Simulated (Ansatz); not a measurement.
The same path of BFHS (4 atoms, charge 0, multiplicity 2) was run twice with different band settings. Lost on the way: S3–H4. Made: B2–H4.

Theory: UKS PBE/def2-SVP in Ansatz.

Relaxed end points:

```xyz
4
Properties=species:S:1:pos:R:3
F 0.792 -0.504 1.626
B 0.506 0.177 0.533
S -0.702 -0.404 -0.679
H -0.541 0.671 -1.499
```

```xyz
4
Properties=species:S:1:pos:R:3
F 0.796 -0.039 1.174
B 0.097 0.061 0.043
S -1.089 -1.117 -0.549
H 0.252 1.035 -0.688
```

Common settings: movable images 9; climbing image yes; spring 5.0 eV/Å²; optimiser quadratic models (default); start path through a guess of the saddle point; force threshold 0.05 eV/Å; end points relaxed.

| run | iteration limit |
| --- | --- |
| 1 | 60 |
| 2 | 10 |

Question: What does each run give, and how far can it be trusted?

Answer: Run 1: converged after 10 iterations, highest image 0.695 eV above the first end. A vibrational analysis at the climbing image gives one clearly imaginary mode, 1197i cm⁻¹: a first-order saddle point.
Run 2: converged after 10 iterations, highest image 0.695 eV above the first end. Another band between the same ends (9 images) ends at a top of the same energy, where a vibrational analysis finds 1 clearly imaginary mode.
